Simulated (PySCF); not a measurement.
AlF3, SMILES [Al]([F])([F])[F].

The structure is a stationary point at TPSSh-D3(BJ)/def2-TZVP. The isomer is the one that the SMILES or the coordinates give; other isomers of the formula were not compared.

Computed with TDA-PBE/def2-SVPD run with PySCF.

Vertical excitations; the highest root listed may be one member of a degenerate set. Gas-phase values at a fixed geometry. State labels are in the subgroup C2v.

Computed UV-visible absorptions:
```tsv
state	symmetry	energy (eV)	λ (nm)	f	main pairs
S1	B1	7.31	170	0.000	HOMO→LUMO 100 %
S2	B2	7.78	159	0.000	HOMO−1→LUMO (degenerate set)
S3	A2	7.79	159	0.000	HOMO−2→LUMO (degenerate set)
S4	B1	8.05	154	0.053	HOMO−3→LUMO (degenerate set)
S5	A1	8.05	154	0.053	HOMO−4→LUMO (degenerate set)
S6	B2	8.48	146	0.145	HOMO−5→LUMO 99 %
S7	A2	8.81	141	0.000	HOMO→LUMO+1 100 %
S8	A1	9.03	137	0.018	HOMO−6→LUMO, HOMO−1→LUMO+1 (degenerate set)
S9	B1	9.03	137	0.018	HOMO−7→LUMO, HOMO−2→LUMO+1 (degenerate set)
S10	A2	9.45	131	0.000	HOMO−3→LUMO+1 100 %
T1	B1	7.11	174	0	HOMO→LUMO 100 %
T2	B2	7.55	164	0	HOMO−1→LUMO (degenerate set)
T3	A2	7.55	164	0	HOMO−2→LUMO (degenerate set)
T4	B1	7.74	160	0	HOMO−3→LUMO 100 %
```
Triplets are in the Tamm–Dancoff approximation.
